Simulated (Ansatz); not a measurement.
## CH₂N₂, SMILES N#CN: a ladder of basis sets, step by step

With Ansatz's Python interface.

Contents of `ch2n2.xyz`:
```text
5

N     0.49240   -1.33530    1.37470
C     0.21920   -0.55400    0.50210
N    -0.07980    0.31300   -0.49160
H    -0.84030    0.22410   -1.01670
H     0.25840    1.27860   -0.40990
```

Notebook, run cell by cell (the value of a cell's last expression is shown):

```python
from dataclasses import dataclass
import warnings

import ansatz as az
```

```python
@dataclass
class Settings:
    method: str = 'mp2'
```

```python
cfg = Settings()
```

```python
warnings.simplefilter('ignore', az.DeckWarning)
```

```python
system = az.Crystal.molecule_from_extxyz('ch2n2.xyz')
```

```python
base = system.calculation().correlation(cfg.method)
```

```python
energies = {}
for basis in ['cc-pVDZ', 'cc-pVTZ']:
    rep = base.basis(gaussian=basis).run(threads=1, backend='cpu').report
    size = rep['n_frozen'] + rep['n_occupied'][0] + rep['n_virtual'][0]
    energies[basis] = (rep['reference_energy_ev'] / 27.211386246, rep['free_energy_ev'] / 27.211386246)
    print(f'{basis:14s} {size:4d} orbitals  reference {energies[basis][0]:14.6f} Ha  total {energies[basis][1]:14.6f} Ha')

# two-point extrapolation: the basis-set error of the correlation energy falls as X^-3
small, large = (energies[b][1] - energies[b][0] for b in ('cc-pVDZ', 'cc-pVTZ'))
limit = (3 ** 3 * large - 2 ** 3 * small) / (3 ** 3 - 2 ** 3)
print(f'correlation energy: {small:.6f} and {large:.6f} Ha, extrapolated {limit:.6f} Ha')
print(f'share caught by the larger set: {100 * large / limit:.1f} %')
```

    cc-pVDZ          52 orbitals  reference    -147.908146 Ha  total    -148.363277 Ha
    cc-pVTZ         118 orbitals  reference    -147.950080 Ha  total    -148.507938 Ha
    correlation energy: -0.455130 and -0.557858 Ha, extrapolated -0.601112 Ha
    share caught by the larger set: 92.8 %

Against cc-pVDZ: cc-pVTZ -144.7 mHa. The last step alone is -144.66 mHa.

Reading the output:
- The settings weren't tested for convergence.
- The geometry is a force-field or estimated start, not a minimum of this method, and the last set is no limit. Much of the fall in a total is atomic energy, which cancels in bond and reaction energies.
- Inner cores stay frozen, so this is valence correlation.
- An extrapolation from small basis sets is rough.
- Run time: 1.7 s on 1 thread of Arm Neoverse V1, on a shared host, peak memory 0.19 GiB.
